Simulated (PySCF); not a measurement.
formaldehyde (CH₂O), SMILES C=O. Atoms are numbered in the order given.

```xyz
4

C      0.0000     0.0000    -0.5264
O      0.0000     0.0000     0.6735
H      0.0000     0.9421    -1.1148
H      0.0000    -0.9421    -1.1148
```

Geometry optimised at r2SCAN-D4/def2-TZVPD.

Method: B3LYP/pcJ-1 in PySCF.

Isotropic couplings with Fermi-contact, spin-dipole and both spin-orbit terms, one fixed conformer, no vibrational averaging. Isotopes: 13C, 1H.

**Question.** Estimate the spin–spin coupling constants. (An estimate is asked for; the answer gives what the named calculation found.)

**Answer.** 
| pair | bonds apart | J (Hz) |
|---|---|---|
| C1–H3 | 1 | 181.8 |
| C1–H4 | 1 | 181.8 |
| H3–H4 | 2 | 43.9 |
